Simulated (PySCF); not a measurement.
Identify the unknown among the candidates.

All candidates are C5H9F.

| technique | computed result |
| --- | --- |
| UV, strongest line | among the 8 lowest singlet transitions: S2 at 7.15 eV (173 nm, f = 0.454) [TDDFT CAM-B3LYP/def2-SVPD] |
| Couplings | largest of the computed one-bond spin–spin couplings (means over like bonds): 19F–13C -306.0, 13C–1H +134.3 (×3), 13C–1H +133.5 (×3), 13C–1H +132.6 (×3), 13C–13C +99.0, 13C–13C +56.7, 13C–13C +45.4, 13C–13C +44.0 Hz [B3LYP/pcJ-1, spin–dipole term left out for some pairs] |
| NMR, other nuclei | isotropic shieldings of nuclei other than C and H, by class: 274 (1 F) ppm [GIAO PBE0/pcSseg-1] |
| Dipole | 1.80 D [CAM-B3LYP/def2-SVPD] |
| Rotational structure | rotational constants A, B, C: 4.642, 3.114, 1.931 GHz [GFN2-xTB] |
| 13C NMR | chemical shifts (computed TMS as zero) by class: 160.3 (1 C), 114.8 (1 C), 19.8 (1 C), 18.0 (1 C), 17.1 (1 C) ppm [GIAO PBE0/pcSseg-1] |
| Triplet | lowest triplet excitation (Tamm–Dancoff): 4.34 eV [TDA CAM-B3LYP/def2-SVPD] |
| Polarisability | 63.2 au [CAM-B3LYP/def2-SVPD] |

Electronic properties: PySCF, gas phase, density fitting. Levels stand in brackets. Geometry: GFN2-xTB; no solvent, vibrations or thermal averaging. Each NMR value is the plain mean over a class of atoms that symmetry, rotation or inversion makes alike.

**Question.** Which candidate is it?
A. `C/C=C\[C@H](C)F`
B. `CC(C)=C(C)F`
C. `C=CC[C@H](C)F`

**Answer.** B. It is `CC(C)=C(C)F`. Numbering: `[CH3:1][C:2]([CH3:3])=[C:4]([CH3:5])[F:6]`. Its formula, C5H9F, gives 1 degree of unsaturation: 0 rings and 1 π bond in the structure found. 5 carbons fall into 5 classes; from least to most shielded: vinylic C–F carbon [C4] (160.3 ppm), fully substituted alkene carbon [C2] (114.8 ppm), allylic carbon [C3] (19.8 ppm), allylic carbon [C1] (18.0 ppm), allylic carbon [C5] (17.1 ppm). The other shieldings belong to: 274 ppm, vinyl fluorine [F6]. The couplings run between: -306.0 Hz, vinyl fluorine [F6] and vinylic C–F carbon [C4]; +134.3 Hz, allylic carbon [C5] and its hydrogen (with 2 like pairs); +133.5 Hz, allylic carbon [C1] and its hydrogen (with 2 like pairs); +132.6 Hz, allylic carbon [C3] and its hydrogen (with 2 like pairs); +99.0 Hz, fully substituted alkene carbon [C2] and vinylic C–F carbon [C4]; +56.7 Hz, vinylic C–F carbon [C4] and allylic carbon [C5]; +45.4 Hz, fully substituted alkene carbon [C2] and allylic carbon [C3]; +44.0 Hz, allylic carbon [C1] and fully substituted alkene carbon [C2]. By its constants the optimised geometry is an asymmetric top.

The others, at the same levels:
- `C/C=C\[C@H](C)F` fails: its computed 13C shifts are 142.1 (1 C), 131.6 (1 C), 90.4 (1 C), 24.8 (1 C), 16.9 (1 C) ppm, rotational constant A is 6.268 GHz (against 4.642 GHz) and smallest rotational constant is 1.825 GHz (against 1.931 GHz).
- `C=CC[C@H](C)F` fails: its computed 13C shifts are 142.9 (1 C), 125.0 (1 C), 91.5 (1 C), 46.0 (1 C), 21.5 (1 C) ppm, rotational constant A is 5.888 GHz (against 4.642 GHz) and smallest rotational constant is 2.012 GHz (against 1.931 GHz).

Each candidate is one conformer, not necessarily the lowest. The conformers computed, where there is a choice (atom-mapped SMILES and torsion angles):
- `[CH3:1]/[CH:2]=[CH:3]\[C@H:4]([CH3:5])[F:6]`: C2–C3–C4–C5 -85°
- `[CH2:1]=[CH:2][CH2:3][C@H:4]([CH3:5])[F:6]`: C1–C2–C3–C4 -122°, C2–C3–C4–C5 57°

One-bond C–F couplings are unscaled; at this level they come out some 30 % too large in size.
